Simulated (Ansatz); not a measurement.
We consider chalcopyrite CuGaSe₂, described by r²SCAN50 in Ansatz (PAW).

Settings: plane-wave cutoff 520 eV, 6×6×6 k mesh, Fermi–Dirac smearing 0.01 eV, no spin polarisation, scalar-relativistic PAW data made under PBE.

Cell (measured lattice):

```
CuGaSe2
1.0
    2.80955    -2.80955     5.51300
   -2.80955     2.80955     5.51300
   -2.80955    -2.80955    -5.51300
Ga Cu Se
2 2 4
Cartesian
  0.00000   0.00000   5.51300
 -2.80955   0.00000   2.75650
  0.00000   0.00000   0.00000
  0.00000  -2.80955   2.75650
 -1.40129  -1.40477   6.89125
 -1.40478   1.40129   4.13475
 -1.40826  -1.40477   1.37825
 -1.40477  -4.21084  -1.37825
```

**Question.** Estimate the band gap that the calculation returns.

**Answer.** 
- band gap = 4.09 eV (on the SCF k mesh) (direct)

Measured, for comparison: band gap 1.67 eV (temperature not stated, not corrected to a static lattice, direct or pseudo-direct at Γ; as tabulated in Ghosh et al. (2024), arXiv:2401.16805).

Note: cell and atoms aren't relaxed at this level (largest force component 0.41 eV/Å, pressure -0.5 GPa).

Spin–orbit coupling is not included.

Static lattice: no zero-point or thermal effects.

Ansatz is an electronic-structure program.
